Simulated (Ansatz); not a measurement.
Species: CH$_{4}$N, charge 0, doublet. CH4N (SMILES [CH2]N, doublet).
B3LYP-D3(BJ)/def2-TZVP minimum from Ansatz (a program for electronic structure):
```
C
H 1 1.0803
H 1 1.0803 2 118.78
N 1 1.3914 2 116.76 3 148.46
H 4 1.0089 1 115.75 2 172.11
H 4 1.0089 5 111.58 1 135.19
```
Charge 0, spin multiplicity 2.

Total energies in cc-pVTZ, 13 correlated electrons, 2 frozen orbitals. Radicals and triplets start from unrestricted determinants; spin-orbit coupling is neglected. Cores are frozen in correlated methods. No relativity.

| method | program | energy (Eh) | minus CCSDT(Q) (mEh) |
|---|---|---|---|
| HF | Ansatz | -94.63037 | 408.87 |
| MP2 | Ansatz | -95.00027 | 38.98 |
| CCSD | Ansatz | -95.02413 | 15.12 |
| CCSD(T) | Ansatz | -95.03819 | 1.06 |
| CCSDT(Q) | Ansatz | -95.03925 | 0.00 |

Rough core times of Ansatz's runs on a shared machine: CCSD(T) under 20 s, CCSDT(Q) 60 min.
